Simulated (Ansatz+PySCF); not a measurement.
Two shapes of singlet C₂H₆.

Shape 1:

```xyz
8

C     0.0000    0.0000   -0.7596
C     0.0000    0.0000    2.2787
H     0.0000   -1.0240   -1.1651
H    -0.8868    0.5120   -1.1651
H     0.8868    0.5120   -1.1651
H     0.0000    1.0240    2.6842
H    -0.8868   -0.5120    2.6842
H     0.8868   -0.5120    2.6842
```

Shape 2:

```xyz
8

C     0.0000    0.0000   -0.7596
C     0.0000    0.0000    3.7978
H     0.0000   -1.0240   -1.1651
H    -0.8868    0.5120   -1.1651
H     0.8868    0.5120   -1.1651
H     0.0000    1.0240    4.2034
H    -0.8868   -0.5120    4.2034
H     0.8868   -0.5120    4.2034
```

Basis set: cc-pVDZ (spherical functions). Charge 0, multiplicity 1.

Computed with Ansatz (development build ahead of 0.2.0); each method stands on the lowest determinant of its kind that the runs found.

(1) Which shape is lower in energy, and by how much in each method?

Results:

(1)

| method | E(2) − E(1) (eV) |
| --- | --- |
| UHF | 0.057 |
| PBE (restricted) | 1.419 |
| PBE (unrestricted) | 0.392 |
| PBE0 (restricted) | 1.813 |
| PBE0 (unrestricted) | 0.253 |

Shape 1 is lower. Caution for UHF, PBE (unrestricted), PBE0 (unrestricted): the unrestricted determinant is a mixture of spin states. Caution for UHF: the determinant breaks the point group. Caution for PBE (restricted), PBE (unrestricted), PBE0 (restricted), PBE0 (unrestricted): charge can spread falsely over distant fragments. Caution for PBE (restricted), PBE0 (restricted): an unrestricted determinant lies well below. Caution for PBE (unrestricted): the unrestricted determinant is spin contaminated.
